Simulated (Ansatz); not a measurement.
**BSiH3 (singlet): the correlation ladder, cc-pVDZ**

An exercise on one series of results from a longer session: the logs are not shown, and one member is left open.

The runs use Ansatz 0.2.0, Gaussian basis; cc-pVDZ, core rule «outside noble gas», up to 6 orbitals frozen.

To be run: UHF; CCSD(T) on RHF; CCSD(T) on UHF; BCCD(T) on RHF; CISD; CCSDT(Q) on RHF; CCSDT(Q) on UHF; CCSDTQ on RHF; CASSCF and MRCISD+Q, 10 electrons in 11 orbitals; CASSCF and NEVPT2, 10 electrons in 11 orbitals.

4 further runs of the same task are left out: 4 set aside as unsound or not needed.

## The system

The geometry is a PBE0/def2-TZVP stationary point (not a proven minimum).

5 atoms, charge 0, spin multiplicity 1.

Atoms are counted from 1 here; the program's logs count them from 0.

Bond lengths: Si1–B2 1.821 Å, Si1–H3 1.477 Å, Si1–H4 1.477 Å, B2–H5 1.179 Å. Angles: B2–Si1–H3 121.0°, B2–Si1–H4 121.0°, H3–Si1–H4 118.0°, Si1–B2–H5 180.0°.

The first run:

Input file in.yaml:

```yaml
crystal:
  periodic: [false, false, false]
  atoms:
    - {symbol: Si, position_ang: [0.000000, 0.000000, 0.505242]}
    - {symbol: B, position_ang: [0.000000, 0.000000, -1.316005]}
    - {symbol: H, position_ang: [0.000000, 1.265985, 1.266213]}
    - {symbol: H, position_ang: [0.000000, -1.265985, 1.266213]}
    - {symbol: H, position_ang: [0.000000, 0.000000, -2.495380]}
basis:
  gaussian: {orbitals: cc-pVDZ}
magnetization: {spin_polarized: true, initial_magnetization: 0}
hamiltonian: {xc: hf}
output: {orbitals: {seedname: orbitals}}
```

On the command line:

```
> ansatz run in.yaml --threads 1 --pin off --events-out ev --progress --plain --max-ram 2816MiB --backend cpu
```

Among the steps run: UHF; CCSD(T) on RHF; CCSD(T) on UHF; BCCD(T) on RHF; CISD; CCSDT(Q) on RHF; CCSDT(Q) on UHF; CCSDTQ on RHF; CASSCF and MRCISD+Q, 10 electrons in 11 orbitals; CASSCF and NEVPT2, 10 electrons in 11 orbitals.

One of the session's tables, all rows but one given; the rest of the session is left out.

| method | from RCCSDTQ (kJ/mol) |
| --- | --- |
| RHF | +578.6 |
| UHF | +575.6 |
| RMP2 | +126.6 |
| CISD | +70.1 |
| RCCSD | +24.4 |
| RCCSD(T) | ? |
| BCCD(T) | +4.7 |
| RCCSDT | +1.2 |
| RCCSDT(Q) | 0.0 |
| RCCSDTQ | 0 |
| CASSCF valence | +313.6 |
| NEVPT2 valence | +90.2 |
| MRCISD valence | +20.6 |
| MRCISD+Q valence | +2.6 |

Q: Estimate the row for RCCSD(T) from the others.

As computed: from RCCSDTQ (kJ/mol): +4.8. In the column «from RCCSDTQ (kJ/mol)» it lies between BCCD(T) (+4.7) and MRCISD valence (+20.6).
